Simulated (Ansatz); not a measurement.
The same path of BClH2 + FH (6 atoms, charge 0, multiplicity 1) was run twice with different band settings. Lost on the way: B1–H2, F5–H6. Made: B1–F5, H2–H6.

Method: Ansatz 0.2.0, RKS BHLYP-D4/def2-SVP.

Relaxed end points:

```xyz
6
Properties=species:S:1:pos:R:3
B -0.059 -0.278 0.034
H -0.202 -0.959 0.998
Cl 1.599 -0.015 -0.540
H -0.946 0.066 -0.680
F -0.067 1.653 1.221
H 0.795 1.877 0.992
```

```xyz
6
Properties=species:S:1:pos:R:3
B 0.061 0.642 -0.602
H 0.323 -0.404 2.234
Cl 1.547 -0.120 -1.102
H -0.984 0.082 -0.720
F 0.109 1.845 -0.103
H 0.064 0.298 2.318
```

Common settings: spring 5.0 eV/Å²; optimiser quadratic models (default); start path through a guess of the saddle point; force threshold 0.03 eV/Å; iteration limit 60; end points relaxed.

| run | movable images | climbing image |
| --- | --- | --- |
| 1 | 9 | yes |
| 2 | 8 | no |

**Question.** What does each run give, and how far can it be trusted?

**Answer.** Run 1: converged after 27 iterations, highest image 0.873 eV above the first end. A vibrational analysis at the climbing image gives one clearly imaginary mode, 1422i cm⁻¹: a first-order saddle point.
Run 2: converged after 31 iterations, highest image 0.867 eV above the first end. Neighbouring images differ by up to 1.3 eV, so the band resolves the path poorly. No image climbed, so the highest image needn't sit at the top of the path.
The orbitals stay closed-shell, which can raise the energy where a bond breaks towards radicals; this wasn't checked here.
